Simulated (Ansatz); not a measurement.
`[CH2][SiH2]F`, charge 0, multiplicity 2.

(1) Give a relaxed structure at PBE0-D4/def2-TZVP (Ansatz 0.2.0). (An estimate is asked.)

Answers

(1) The calculation gave: 
```xyz
7

C     0.5830    0.7789   -0.5337
Si   -0.3664   -0.4867    0.3822
F    -1.0661   -1.4729   -0.6677
H     0.6491    0.7898   -1.6169
H     1.1252    1.5742   -0.0311
H    -1.4369    0.1253    1.2119
H     0.5121   -1.3085    1.2553
```
Point group Cs.
